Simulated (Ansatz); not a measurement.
# SiH3O (doublet): from Hartree-Fock to the top rungs at distance O1–H3 along a hydrogen transfer = 0.960 Å, cc-pVDZ

Aim: climb from Hartree-Fock through coupled cluster and multireference methods for SiH3O (doublet) at one geometry and basis, and see what each rung misses.

Method: cc-pVDZ, correlated electrons: outside noble gas; program: Ansatz 0.2.0, Gaussian basis.

To be run: UHF; CCSD(T) on ROHF; CCSD(T) on UHF; BCCD(T) on ROHF; CISD; CCSDT(Q) on ROHF; CCSDT(Q) on UHF; CASSCF and MRCISD+Q, 3 electrons in 3 orbitals; CASSCF and NEVPT2, 3 electrons in 3 orbitals.

### 1 The system

The geometry derives from fragments relaxed apart (PBE0/def2-TZVP) and kept rigid, so it is no stationary point. A hydrogen atom is moved between rigid fragments.

5 atoms, charge 0, spin multiplicity 2.

Atoms are counted from 1 here; the program's logs count them from 0.

Bond lengths: O1–H2 0.960 Å, O1–H3 0.960 Å, Si4–H5 1.532 Å. Angles: H2–O1–H3 105.1°.

In the tables R marks a restricted open-shell determinant and U an unrestricted one; 'pair' is the active space of 3 electrons in 3 orbitals; correlation energies count from the lowest restricted Hartree-Fock solution.

### 2 UHF

in.yaml

```yaml
crystal:
  periodic: [false, false, false]
  atoms:
    - {symbol: O, position_ang: [-1.730054, 0.011831, 0.000000]}
    - {symbol: H, position_ang: [-1.979363, 0.938406, 0.000000]}
    - {symbol: H, position_ang: [-0.770525, 0.011831, 0.000000]}
    - {symbol: Si, position_ang: [1.032946, 0.011831, 0.000000]}
    - {symbol: H, position_ang: [1.429381, -1.467683, 0.000000]}
basis:
  gaussian: {orbitals: cc-pVDZ}
magnetization: {spin_polarized: true, initial_magnetization: 1}
hamiltonian: {xc: hf}
output: {orbitals: {seedname: orbitals}}
```

Launch:

```bash
ansatz run in.yaml --threads 1 --pin off --events-out ev --progress --plain --max-ram 2393MiB
```

The runs that follow: CCSD(T) on ROHF; CCSD(T) on UHF; BCCD(T) on ROHF; CISD; CCSDT(Q) on ROHF; CCSDT(Q) on UHF; CASSCF and MRCISD+Q, 3 electrons in 3 orbitals; CASSCF and NEVPT2, 3 electrons in 3 orbitals.

Q: Predict the results of all the runs planned. Wanted: correlation energy, UCCSDT(Q); RMP2 from UCCSDT(Q); UMP2 from UCCSDT(Q); RCCSD from UCCSDT(Q); RCCSD(T) from UCCSDT(Q); UCCSD(T) from UCCSDT(Q); RCCSDT(Q) from UCCSDT(Q); MRCISD+Q pair from UCCSDT(Q); T1 diagnostic.

As calculated:

```
                                      quantity                                                   value
                 correlation energy, UCCSDT(Q)                                              -8.7189 eV
                           RMP2 from UCCSDT(Q)                                             +1065.1 meV
                           UMP2 from UCCSDT(Q)                                             +1078.6 meV
                          RCCSD from UCCSDT(Q)                                              +217.4 meV
                       RCCSD(T) from UCCSDT(Q)                                               +40.2 meV
                       UCCSD(T) from UCCSDT(Q)                                               +39.9 meV
                      RCCSDT(Q) from UCCSDT(Q)                                                +0.6 meV
                  MRCISD+Q pair from UCCSDT(Q)                                              +111.4 meV
levels of the table within 1 kcal/mol (43 meV)  RCCSD(T), UCCSD(T), BCCD(T), RCCSDT, UCCSDT, RCCSDT(Q)
                                 T1 diagnostic                                                   0.016
```

What this shows: RCCSD(T) misses by +40.2 meV, 0.5 % of the correlation energy. These misses are within one basis, not against nature; the frozen cores of restricted and unrestricted runs differ, which can shift their rows.
